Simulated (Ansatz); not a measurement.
# Bulk modulus of elemental metals

Method: PBE-D3(BJ) (Ansatz, an electronic-structure program, PAW). References are measured values corrected to a static lattice. The table is a random draw of 14 from 26 solids with such references.

Values in GPa.

```csv
solid,reference,PBE-D3(BJ),error (%)
fcc Au,182,162,-11.0
bcc W,312 (300–328),318,+1.9
fcc Sr,12.5,12.4,-0.8
bcc Ta,198,206,+4.0
bcc K,3.75,4.15,+10.7
fcc Pd,195 (187–198),193,-1.0
bcc Nb,173,181,+4.6
fcc Ag,110 (104–111),111,+0.9
body-centred tetragonal In,44.7¶,41.7,-6.7
hcp Tc,303,318,+5.0
bcc Na,7.9,8.90,+12.7
fcc Ni,192 (186–195),217,+13.0
bcc V,161,198,+23
hcp Tl,37.4¶,32.0,-14.4
```

Over these 14 solids the mean error is +3.0 %, the mean absolute error 7.8 % (median 5.8 %), and the worst case bcc V at +23 %; the value is above the reference in 9 of 14 cases. Over all 26, from unrounded values, the mean error is +4.3 % and the mean absolute error 7.9 % (median 4.9 %).

All these references are brought to a static lattice.

Spin–orbit coupling is left out, also for the solids with elements from indium on (fcc Au, bcc W, bcc Ta, body-centred tetragonal In, hcp Tl); its size isn't shown.

¶ marks references of a special kind: body-centred tetragonal In, 44.7 GPa (measured, copied from a table, unchecked, extrapolated to 0 K and zero-point effects removed; as tabulated in Lejaeghere et al. (2013), arXiv:1204.2733); hcp Tl, 37.4 GPa (measured, copied from a table, unchecked, extrapolated to 0 K and zero-point effects removed; as tabulated in Lejaeghere et al. (2013), arXiv:1204.2733).

In Ansatz's fits of the non-cubic solids, shape and atoms are relaxed at each volume.

Brackets give the range of the sources taken for a reference, where it is wide; it can hold other temperatures.

Differences are worked out from the printed values.

Each level is taken at its own relaxed cell. Ansatz's density-functional and Hartree–Fock values are scalar-relativistic unless marked +SOC, with PAW data made under PBE.

Ansatz's runs of these crystals have no spin polarisation, but for fcc Ni.

Density-functional runs with spin start from parallel moments for fcc Ni.

Not in this set, of the elemental metals with a reference value in our tables and a result at some level: 9 for no value at PBE-D3(BJ) (not run, a failed fit, an unstable or unbound cell, or a value held back for tests); 6 for sources at odds; 3 for a reference at room or unstated temperature. These can be a level's best or worst cases. Solids without a released value at any level aren't counted. Layered and molecular crystals are counted apart. The metals Ce to Yb are counted apart.

References as tabulated in Levämäki et al. (2014), arXiv:1402.3671; Mejia-Rodriguez and Trickey (2018), arXiv:1807.09216; doi:10.1021/acs.jctc.3c00612; Lejaeghere et al. (2013), arXiv:1204.2733.
